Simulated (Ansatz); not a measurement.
A calculation with Ansatz (development build ahead of 0.2.0).

```yaml
crystal:
  periodic: [false, false, false]
  atoms:
    - { symbol: H, position_ang: [-0.629, -0.629, 0.629] }
    - { symbol: C, position_ang: [0.0, 0.0, 0.0] }
    - { symbol: H, position_ang: [0.629, 0.629, 0.629] }
    - { symbol: H, position_ang: [0.629, -0.629, -0.629] }
    - { symbol: H, position_ang: [-0.629, 0.629, -0.629] }
basis:
  gaussian: { orbitals: cc-pVTZ }
hamiltonian:
  xc: hf
output:
  forces: true
```

The input is written out in the form of the current development build from the run's settings.

Output:

* Converged: yes
* Total energy: -40.21332 hartree

Forces (eV/Å):
```json
{"atom": "H1", "Fx": "0.152", "Fy": "0.152", "Fz": "-0.152"}
{"atom": "C2", "Fx": "0.000", "Fy": "0.000", "Fz": "0.000"}
{"atom": "H3", "Fx": "-0.152", "Fy": "-0.152", "Fz": "-0.152"}
{"atom": "H4", "Fx": "-0.152", "Fy": "0.152", "Fz": "0.152"}
{"atom": "H5", "Fx": "0.152", "Fy": "-0.152", "Fz": "0.152"}
```
